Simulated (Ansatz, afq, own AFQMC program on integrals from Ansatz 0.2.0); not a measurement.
**Ni, triplet in def2-TZVPP, levels against CCSDT(Q)**

A free Ni atom.

Basis def2-TZVPP. Noble-gas cores (and the filled d shells of Ga–Kr and In–Xe) are frozen. AFQMC by an in-house program on the Cholesky factors that Ansatz 0.2.0 writes for its CCSD(T) run. The CISD trial takes its coefficients from CCSD amplitudes. Released means that phaseless walkers are propagated on without the constraint, phases kept. Free AFQMC starts from the CCSD state and is never constrained. Its projection time is finite, and what remains of the start isn't in its error. Uncertainties: one standard error, sampling alone. The metal's outer-core s and p shells are frozen, which shifts wave-function levels against functionals.

Determinant: UHF, the one that the program's search chose, which needn't be the lowest solution.

No full CI on the walks' own integrals is used here; CCSDT(Q) serves as the reference and is uncertain by about the last step of the cluster series.

Cautions: no relativity below Rb; outer-core shells of the metal frozen; the ph-AFQMC/CISD walk drifts between its halves (2.1 errors).

```
T1 diagnostic                               : 0.0198
weight of the determinant in the CISD state : 0.906
⟨S²⟩ of the determinant                     : 2.005
size of the correlated space                : 10 electrons in 55 orbitals
```

Reference: CCSDT(Q), correlation energy -8.682 eV. The released energy is read at 1.50 1/Eh (meV from the phaseless value at times in 1/Eh: -5 ± 4 at 0.24, -2 ± 4 at 0.50, -4 ± 4 at 1.00, -6 ± 6 at 1.50).

```
         level  E − E(reference) (kJ/mol)  share of correlation (%)
            HF                      837.7                      0.00
           MP2                       11.2                     98.67
          CCSD                       26.2                     96.88
       CCSD(T)                        0.2                     99.98
         CCSDT                        0.1                     99.99
   ph-AFQMC/HF                 11.0 ± 1.9                     98.69
 ph-AFQMC/CISD                  1.7 ± 0.3                     99.80
released AFQMC                  1.1 ± 0.6                     99.87
    free AFQMC                  0.4 ± 0.7                     99.95
```

Free projections are given only where their last times agree within the noise and don't stop above the reference; a slow remainder of the start can still hide under it. A walk keeps the symmetry of its determinant, which the program's search chose and which needn't be the lowest solution, so a lower state of the same spin and another symmetry isn't excluded. Released energies are given only where the last usable release times agree within the noise; a slower fall can still hide under it.
